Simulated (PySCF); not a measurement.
**One shape, several levels: SiPH4 (SMILES [SiH2]P)**

Wanted: a comparison of 6 runs (USVWN5/STO-6G, UMP2/STO-6G, NEVPT2(3,3)/STO-6G, UCCSDT/STO-6G, UCISD/STO-6G, FCI/STO-6G) of SiPH4. The job is set up through a Python script.

The results are computed with PySCF 2.14.0.

3 further runs of the same task are left out: 3 set aside as unsound or not needed.

**1. The molecule**

The species is SiPH4 (6 atoms), meant as a doublet with charge 0. As SMILES, `[SiH2]P`. The Si1–H4 distance was set to 1.760 Å, away from the relaxed value.

Bond lengths: Si1–P2 2.220 Å, Si1–H3 1.467 Å, P2–H5 1.384 Å, P2–H6 1.384 Å. Angles: Si1–P2–H5 96.4°, Si1–P2–H6 96.4°, P2–Si1–H3 109.7°, H5–P2–H6 92.6°. A long bond or contact: Si1–H4 1.760 Å.

**2. The energy at USVWN5/STO-6G (run 1)**

job.py reads:

```python
from pyscf import gto, dft

mol = gto.M(
    atom='''
Si     0.268289    -0.880472     0.129690
P     -0.197401     1.275648     0.376570
H     -0.159351    -1.619052     1.322270
H     -0.579260    -1.514310    -1.276300
H      0.575949     1.722798    -0.680950
H      0.798119     1.543628     1.300480
''',
    verbose=3,
    max_memory=1860,
    basis='sto-6g',
    spin=1,
    charge=0,
)

calc0 = dft.UKS(mol, xc='svwn')
calc0.grids.level = 5
calc0.conv_tol = 1e-10
calc0.kernel()
if not calc0.converged:
    calc0 = calc0.newton().run(calc0.mo_coeff, calc0.mo_occ)

etot = calc0.e_tot
print('E(%s) = %.9f' % ('SVWN5', etot))
```

On the command line:

```
OMP_NUM_THREADS=1 python job.py
```

Log:

```text
converged SCF energy = -628.32543225773  <S^2> = 0.75056841  2S+1 = 2.0005683
E(SVWN5) = -628.325432258
```

Run time: 3.6 s. Hardware: 1 thread of Arm Neoverse V2, shared host; peak memory 0.15 GiB.

**3. The energy at UMP2/STO-6G (run 2)**

run.py reads:

```python
from pyscf import gto, mp

system = gto.Mole()
system.atom = '''
Si     0.268289    -0.880472     0.129690
P     -0.197401     1.275648     0.376570
H     -0.159351    -1.619052     1.322270
H     -0.579260    -1.514310    -1.276300
H      0.575949     1.722798    -0.680950
H      0.798119     1.543628     1.300480
'''
system.max_memory = 1860
system.spin = 1
system.basis = 'sto-6g'
system.verbose = 3
system.build()

calc0 = system.UHF()
calc0.conv_tol = 1e-10
calc0.kernel()
if not calc0.converged:
    calc0 = calc0.newton().run(calc0.mo_coeff, calc0.mo_occ)

pt = mp.MP2(calc0, frozen=10).run()
energy = pt.e_tot
print('E(%s) = %.9f' % ('MP2', energy))
```

On the command line:

```
OMP_NUM_THREADS=1 python run.py
```

Log:

```text
converged SCF energy = -629.671776976933  <S^2> = 0.75223194  2S+1 = 2.0022307
E(UMP2) = -629.743282804682  E_corr = -0.071505827748461
E(SCS-UMP2) = -629.754821065776  E_corr = -0.08304408884236
E(MP2) = -629.743282805
```

It took 0.92 s on 1 thread of Arm Neoverse V2, shared host; peak memory 0.12 GiB.

Runs 3 to 4 aren't shown in full; the table further down has their settings and results.

**4. The energy at UCISD/STO-6G (run 5)**

job.py reads:

```python
from pyscf import gto, ci

mol = gto.M(
    atom='''
Si     0.506993    -1.663851     0.245079
P     -0.373034     2.410625     0.711614
H     -0.301130    -3.059565     2.498728
H     -1.094643    -2.861631    -2.411857
H      1.088386     3.255616    -1.286809
H      1.508226     2.917034     2.457551
''',
    max_memory=1860,
    charge=0,
    verbose=4,
    spin=1,
    basis='sto-6g',
    unit='bohr',
)

hf = mol.UHF()
hf.conv_tol = 1e-10
hf.kernel()
if not hf.converged:
    hf = hf.newton().run(hf.mo_coeff, hf.mo_occ)

cisd = ci.CISD(hf, frozen=10)
cisd.kernel()
e_final = cisd.e_tot
print('E = %.10f Eh' % e_final)
```

On the command line:

```
OMP_NUM_THREADS=1 python job.py
```

Log:

```text
PySCF version 2.14.0

[... 98 lines left out ...]
converged SCF energy = -629.671776976308  <S^2> = 0.75223195  2S+1 = 2.0022307
[... 1 line left out ...]
******** <class 'pyscf.ci.ucisd.UCISD'> ********
CISD nocc = (np.int64(7), np.int64(6)), nmo = (12, 12)
frozen orbitals 10
max_cycle = 50
direct = 0
conv_tol = 1e-09
max_cycle = 50
max_space = 12
lindep = 0
nroots = 1
Init t2, MP2 energy = -0.0715058262345013
UCISD converged
E(UCISD) = -629.7721356992813  E_corr = -0.1003587229730511
E = -629.7721356993 Eh
```

It took 0.96 s on 1 thread of Arm Neoverse V2, shared host; peak memory 0.12 GiB.

**5. A single-point energy at FCI/STO-6G (run 6)**

calc.py reads:

```python
from pyscf import gto, mcscf

molecule = gto.M(
    atom='''
Si       0.268289      -0.880472       0.129690
P       -0.197401       1.275648       0.376570
H       -0.159351      -1.619052       1.322270
H       -0.579260      -1.514310      -1.276300
H        0.575949       1.722798      -0.680950
H        0.798119       1.543628       1.300480
''',
    spin=1,
    basis='sto-6g',
    verbose=3,
    max_memory=1860,
)

hf = molecule.ROHF()
hf.conv_tol = 1e-10
hf.kernel()
if not hf.converged:
    hf = hf.newton().run(hf.mo_coeff, hf.mo_occ)

cas = mcscf.CASCI(hf, hf.mo_coeff.shape[-1] - 10, (molecule.nelec[0] - 10, molecule.nelec[1] - 10))  # full CI above the frozen core
cas.fix_spin_(ss=0.75)
cas.kernel()
etot = cas.e_tot
print('E = %.10f Eh' % etot)
```

On the command line:

```
OMP_NUM_THREADS=1 python calc.py
```

Log:

```text
converged SCF energy = -629.671413515657
CASCI E = -629.779876849448  E(CI) = -27.6509328953798  S^2 = 0.7500000
E = -629.7798768494 Eh
```

Wall time 15 s (1 thread of Arm Neoverse V2, shared host); peak memory 0.28 GiB.

**6. All runs side by side**

```csv
run,level,integration grid,frozen core orbitals,energy (Eh),dipole moment (D) of the reference,HOMO energy (eV),LUMO energy (eV),wall time
1,USVWN5/STO-6G,5,–,-628.325432,1.00,-1.09,0.15,3.6 s
2,UMP2/STO-6G,–,10,-629.743283,1.30,-5.69,5.82,0.92 s
3,"NEVPT2(3,3)/STO-6G",–,–,-629.757624,1.31,–,–,1.2 s
4,UCCSDT/STO-6G,–,10,-629.779844,1.30,-5.69,5.82,1.6 s
5,UCISD/STO-6G,–,10,-629.772136,1.30,-5.69,5.82,0.96 s
6,FCI/STO-6G,–,10,-629.779877,1.31,–,–,15 s
```

**7. Outcome**

| quantity | value |
| --- | --- |
| run 6: total energy | -629.77988 Eh |
| run 6: dipole moment (Hartree–Fock density) | 1.31 D |
| run 6: correlation energy (10 core orbitals frozen) | -108.5 mEh |

Against full CI in this basis: UMP2 +36.6 mEh; UCCSDT +0.0 mEh; UCISD +7.7 mEh. In runs 1, 2, 3, 4, 5, 6 the basis is minimal, so the values are rough. All runs together took 23 s, the longest 15 s.
